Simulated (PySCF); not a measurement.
S₂: one state, many levels of theory

State: ³Σg⁻ (triplet), unpaired electrons π ↑↑. Set-up: basis S 6-311G(d,p); no relativity; PySCF 2.14. De refers to S + S in their high-spin ground configurations, without counterpoise correction. The functionals are run spin-unrestricted.

| Level | Re (Å) | ωe (cm⁻¹) | De (eV) | CPU s a point (SCF and correlation, without the integrals) |
| --- | --- | --- | --- | --- |
| UHF | 1.878 | 792 | 1.68 | 0.1 |
| UHF-MP2 | 1.919 | 679 | 3.59 | 0.16 |
| UHF-SCS-MP2 | 1.912 | 700 | 3.31 | n/a |
| UHF-CCSD | 1.913 | 705 | 3.22 | n/a |
| UHF-CCSD(T) | 1.925 | 680 | 3.44 | 1.6 |
| LDA | 1.920 | 686 | 5.40 | 0.29 |
| PBE | 1.935 | 667 | 4.57 | 0.44 |
| BLYP | 1.957 | 631 | 4.27 | 0.3 |
| r²SCAN | 1.918 | 696 | 4.37 | 0.64 |
| PBE0 | 1.906 | 722 | 4.16 | 0.68 |
| BHandHLYP | 1.897 | 741 | 3.54 | 0.35 |

Problem. What are the measured Re and ωe, and which levels come closest?

Solution. Re = 1.8892 Å and ωe = 725.65 cm⁻¹ (Huber and Herzberg, Constants of Diatomic Molecules (1979)). Closest are BHandHLYP for the length (off by 0.008 Å) and PBE0 for the frequency (off by -0.5 %).

```json
{"Level": "UHF", "error in Re (pm)": "-1.1", "error in ωe (%)": "9.2"}
{"Level": "UHF-MP2", "error in Re (pm)": "3.0", "error in ωe (%)": "-6.5"}
{"Level": "UHF-SCS-MP2", "error in Re (pm)": "2.2", "error in ωe (%)": "-3.6"}
{"Level": "UHF-CCSD", "error in Re (pm)": "2.4", "error in ωe (%)": "-2.8"}
{"Level": "UHF-CCSD(T)", "error in Re (pm)": "3.5", "error in ωe (%)": "-6.3"}
{"Level": "LDA", "error in Re (pm)": "3.1", "error in ωe (%)": "-5.5"}
{"Level": "PBE", "error in Re (pm)": "4.6", "error in ωe (%)": "-8.1"}
{"Level": "BLYP", "error in Re (pm)": "6.8", "error in ωe (%)": "-13.0"}
{"Level": "r²SCAN", "error in Re (pm)": "2.8", "error in ωe (%)": "-4.0"}
{"Level": "PBE0", "error in Re (pm)": "1.7", "error in ωe (%)": "-0.5"}
{"Level": "BHandHLYP", "error in Re (pm)": "0.8", "error in ωe (%)": "2.1"}
```

Correlated steps freeze 10 core orbitals. The state was picked by a PBE0 search and need not be the measured ground state.

The whole job (state search and all levels along the bond) took about 1.2 min on 1 thread of Intel Xeon Platinum 8488C (shared host), peak memory 0.56 GiB.
